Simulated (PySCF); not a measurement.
# Computed χzz against gas-phase spectroscopy

Values to reproduce (atoms as numbered below): 11B at B2: χzz = -2.6288 MHz [1].
[1] measured, gas; W. C. Bailey, Calculation of NQCC in Gaseous State Molecules (compilation of microwave values)

Fluorine oxoborane, BFO.
Z-matrix (Å and degrees, PBE0-D3(BJ)/def2-SVP geometry), rows numbered from 1:
```
O 
B   1  1.2053
F   2  1.2829  1  179.87
```

Problem. What do the calculations give?

Solution. PySCF, non-relativistic, all at one geometry, with Q(11B) = 0.04059 b:

```json
{"level": "B3LYP/pcJ-0", "functions": "39", "11B B2 (MHz)": "-1.182", "computed/reference − 1 (%)": "-55.0"}
{"level": "B3LYP/6-31G*", "functions": "42", "11B B2 (MHz)": "-2.237", "computed/reference − 1 (%)": "-14.9"}
{"level": "B3LYP/pcJ-1", "functions": "81", "11B B2 (MHz)": "-2.404", "computed/reference − 1 (%)": "-8.6"}
{"level": "B3LYP/cc-pVTZ", "functions": "90", "11B B2 (MHz)": "-2.732", "computed/reference − 1 (%)": "+3.9"}
{"level": "B3LYP/def2-TZVP", "functions": "93", "11B B2 (MHz)": "-2.817", "computed/reference − 1 (%)": "+7.2"}
{"level": "B3LYP/aug-cc-pVTZ-J", "functions": "138", "11B B2 (MHz)": "-2.820", "computed/reference − 1 (%)": "+7.3"}
{"level": "B3LYP/pcJ-2", "functions": "153", "11B B2 (MHz)": "-2.696", "computed/reference − 1 (%)": "+2.6"}
{"level": "B97-2/pcJ-1", "functions": "81", "11B B2 (MHz)": "-2.324", "computed/reference − 1 (%)": "-11.6"}
{"level": "BHandHLYP/pcJ-1", "functions": "81", "11B B2 (MHz)": "-2.724", "computed/reference − 1 (%)": "+3.6"}
{"level": "CAM-B3LYP/pcJ-1", "functions": "81", "11B B2 (MHz)": "-2.494", "computed/reference − 1 (%)": "-5.1"}
{"level": "HF/pcJ-1", "functions": "81", "11B B2 (MHz)": "-3.051", "computed/reference − 1 (%)": "+16.1"}
{"level": "KT2/pcJ-1", "functions": "81", "11B B2 (MHz)": "-2.006", "computed/reference − 1 (%)": "-23.7"}
{"level": "LDA/pcJ-1", "functions": "81", "11B B2 (MHz)": "-2.055", "computed/reference − 1 (%)": "-21.8"}
{"level": "PBE/pcJ-1", "functions": "81", "11B B2 (MHz)": "-2.098", "computed/reference − 1 (%)": "-20.2"}
{"level": "PBE0/pcSseg-1", "functions": "51", "11B B2 (MHz)": "-2.917", "computed/reference − 1 (%)": "+10.9"}
{"level": "PBE0/pcJ-1", "functions": "81", "11B B2 (MHz)": "-2.389", "computed/reference − 1 (%)": "-9.1"}
```

Closest here is B3LYP/pcJ-2 (2.6 % unsigned error), furthest B3LYP/pcJ-0 (55.0 %); one molecule doesn't rank methods. Computed values are for fixed nuclei, while measured ones can include vibrational averaging.
